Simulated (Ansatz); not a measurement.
## Ansatz (development build ahead of 0.2.0) run

```yaml
crystal:
  periodic: [false, false, false]
  atoms:
    - { symbol: C, position_ang: [0.0, 0.0, 0.0] }
    - { symbol: F, position_ang: [0.82038, 0.82038, 0.82038] }
    - { symbol: F, position_ang: [0.82038, -0.82038, -0.82038] }
    - { symbol: F, position_ang: [-0.82038, 0.82038, -0.82038] }
    - { symbol: F, position_ang: [-0.82038, -0.82038, 0.82038] }
basis:
  gaussian: { orbitals: cc-pVDZ }
hamiltonian:
  xc: hf
```

The input is written out in the form of the current development build from the run's settings.

Results

- Converged: yes
- Total energy: -435.60876 hartree
- Spin squared of the determinant: 0.000

Caution: no unrestricted run beside it, a lower state can exist.
